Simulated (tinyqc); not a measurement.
Worked calculation: Hueckel theory of the pi electrons with the omega technique, for the molecule Nc1cc[cH-]c1 (SMILES; centres numbered as the heavy atoms are written). One step of it, computed by the program tinyqc.

Problem. Orbitals, round 1. Diagonalise; E = alpha + x beta with beta < 0, so the largest x are filled first; degenerate levels share their electrons. P = sum n_i c_ri c_si; each orbital has its largest coefficient positive (the first on a tie).

Hueckel matrix in units of beta (H = alpha + beta A), lower triangle:
```
          1N        2C        3C        4C        5C        6C
1N  1.350000
2C  0.750000  0.000000
3C  0.000000  1.000000  0.000000
4C  0.000000  0.000000  1.000000  0.000000
5C  0.000000  0.000000  0.000000  1.000000  0.000000
6C  0.000000  1.000000  0.000000  0.000000  1.000000  0.000000
```

pi electrons, sum of z_r less the charge = 8

Give: x values; occupations; coefficients; charge and bond-order matrix P.

Solution.

x values: 2.180  1.473  0.618  0.393  -1.618  -1.695

occupations: 2.000  2.000  2.000  2.000  0.000  0.000

coefficients:
```
      MO1     MO2     MO3     MO4     MO5     MO6
1N  0.467   0.759   0.000  -0.425   0.000  -0.160
2C  0.516   0.124   0.000   0.542   0.000   0.651
3C  0.387  -0.193   0.602   0.266  -0.372  -0.492
4C  0.328  -0.409   0.372  -0.438   0.602   0.182
5C  0.328  -0.409  -0.372  -0.438  -0.602   0.182
6C  0.387  -0.193  -0.602   0.266   0.372  -0.492
```

charge and bond-order matrix P, lower triangle:
```
        1N      2C      3C      4C     5C     6C
1N   1.949
2C   0.209   1.152
3C  -0.158   0.640   1.240
4C   0.059  -0.238   0.627   1.210
5C   0.059  -0.238  -0.268   0.657  1.210
6C  -0.158   0.640  -0.207  -0.268  0.627  1.240
```
